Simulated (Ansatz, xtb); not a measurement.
# Relative energy of two isomers of C4H7

We compare a, `[CH2]/C=C/C`, a doublet, with b, `[CH2]/C=C\C`, a doublet. Both are isolated molecules in the gas phase, relaxed with r2SCAN-D4/def2-SVP; the shapes shown needn't be the lowest conformers.

a (Å):

```xyz
11

C    -0.0721   -1.2550    2.0460
C    -0.0329    0.0975    2.3567
C     0.7189    1.0562    1.6827
C     0.7505    2.5038    2.0294
H     0.5143   -1.6583    1.2145
H    -0.6860   -1.9531    2.6191
H    -0.6430    0.4453    3.2029
H     1.3344    0.7257    0.8349
H     0.4243    3.1331    1.1810
H     1.7738    2.8406    2.2780
H     0.1013    2.7317    2.8888
```

b (Å):

| atom | x (Å) | y (Å) | z (Å) |
| --- | --- | --- | --- |
| C | 0.4377 | -0.9192 | 2.3908 |
| C | -0.4940 | 0.0941 | 2.2115 |
| C | -0.2359 | 1.4368 | 1.9285 |
| C | 1.1092 | 2.0557 | 1.7614 |
| H | 1.5141 | -0.7401 | 2.3217 |
| H | 0.1167 | -1.9399 | 2.6097 |
| H | -1.5520 | -0.1843 | 2.3001 |
| H | -1.0991 | 2.1032 | 1.8158 |
| H | 1.2205 | 2.5010 | 0.7562 |
| H | 1.2582 | 2.8837 | 2.4775 |
| H | 1.9302 | 1.3387 | 1.9025 |

Quicker runs give these differences E(b) − E(a): GFN2-xTB +0.060 eV; HF/STO-3G +0.049 eV (at GFN2-xTB geometries); r2SCAN-D4/def2-SVP//GFN2-xTB +0.022 eV.

Question: Estimate E(b) − E(a) at the level CCSD(T)/def2-SVP.

Answer: Too close to call at this level: CCSD(T)/def2-SVP gives E(b) − E(a) = +0.039 eV.

The same difference at several levels:

```
                       level            geometry  E(b) − E(a) (eV)  departure from the last row (eV)  job, with rough time for the two
                    GFN2-xTB            GFN2-xTB              +0.060                            +0.021               optimisation, 0.4 s
                   HF/STO-3G            GFN2-xTB              +0.049                            +0.011               single point, 1.6 s
r2SCAN-D4/def2-SVP//GFN2-xTB            GFN2-xTB              +0.022                            −0.017                single point, 13 s
          r2SCAN-D4/def2-SVP  r2SCAN-D4/def2-SVP              +0.026                            −0.012                optimisation, 96 s
                 HF/def2-SVP  r2SCAN-D4/def2-SVP              +0.044                            +0.005           part of the CCSD(T) run
                MP2/def2-SVP  r2SCAN-D4/def2-SVP              +0.039                             0.000           part of the CCSD(T) run
            CCSD(T)/def2-SVP  r2SCAN-D4/def2-SVP              +0.039                                                  single point, 72 s
```

As drawn, both hold the same kinds of bond in the same numbers.

The largest departure from CCSD(T)/def2-SVP is that of GFN2-xTB, 0.021 eV. MP2 in a larger basis moves the difference by −0.018 eV, a step that isn't added because spin contamination makes open-shell MP2 unreliable in this search.

With harmonic frequencies from r2SCAN-D4/def2-SVP (ideal gas, rigid rotor, one conformer each, 298.15 K, 1 atm): the zero-point term adds +0.004 eV; ΔH is +0.044 and ΔG +0.027 eV.

Open shells are spin-unrestricted, with notable spin contamination under HF/STO-3G, HF/def2-SVP, MP2/def2-SVP, CCSD(T)/def2-SVP. The correlated steps freeze 4 core orbitals. Codes used: Ansatz 0.2.0, xtb 6.7.1; the last row on 2 threads of AMD EPYC (Zen 3) on a shared host.
